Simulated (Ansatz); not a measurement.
# AlFH5N: the cost of one run

Method: RKS PBE-D4/def2-SVP, in Ansatz 0.2.0.

## 1. The starting structure

Bond lengths: Al1–N2 2.237 Å, Al1–H3 1.535 Å, Al1–H4 1.534 Å, Al1–F6 2.111 Å, N2–H7 1.012 Å, N2–H8 1.012 Å. Angles: Al1–N2–H7 125.7°, Al1–N2–H8 123.7°, H7–N2–H8 108.7°, N2–Al1–H3 118.1°, N2–Al1–H4 114.4°, N2–Al1–F6 69.6°, H3–Al1–H4 120.3°, H3–Al1–F6 111.0°, H4–Al1–F6 112.2°.

As a file:

```xyz
8

Al   -0.2766   -1.1036    0.1619
N    -0.2834    1.1122   -0.1443
H    -0.6632   -1.9986   -1.0233
H    -0.5833   -1.5459    1.5989
H     0.9298    0.5494   -0.1326
F     1.6960   -0.3829   -0.0485
H    -0.4522    1.5869   -1.0215
H    -0.3672    1.7824    0.6094
```

## 2. A restrained relaxation towards end A

Springs on the bonds that form and break draw the guess towards this end; the thresholds are loose.

Contents of input.yaml:

```yaml
crystal:
  periodic: [false, false, false]
  atoms:
    - { symbol: Al, position_ang: [-0.2766, -1.1036, 0.1619] }
    - { symbol: "N", position_ang: [-0.2834, 1.1122, -0.1443] }
    - { symbol: H, position_ang: [-0.6632, -1.9986, -1.0233] }
    - { symbol: H, position_ang: [-0.5833, -1.5459, 1.5989] }
    - { symbol: H, position_ang: [0.9298, 0.5494, -0.1326] }
    - { symbol: F, position_ang: [1.696, -0.3829, -0.0485] }
    - { symbol: H, position_ang: [-0.4522, 1.5869, -1.0215] }
    - { symbol: H, position_ang: [-0.3672, 1.7824, 0.6094] }
basis:
  gaussian: { orbitals: def2-SVP }
hamiltonian:
  xc: pbe
  dispersion: d4
relax:
  f_tol: 0.15
  max_steps: 25
  restrain:
    - { distance: [0, 5], at: 3.08, k: 30.0 }
    - { distance: [4, 1], at: 2.32, k: 30.0 }
    - { distance: [0, 1], at: 1.92, k: 30.0 }
    - { distance: [4, 5], at: 0.88, k: 30.0 }
```

Run with:

```bash
ansatz run input.yaml --threads 1 --pin off --max-ram 2048MiB --backend cpu --events-out ev --progress --plain --runs-dir out
```

Q: Estimate wall time and peak memory on 1 thread of AMD EPYC 7R13 (Zen 3), shared host.

About 16 s, with a peak of 0.14 GiB.
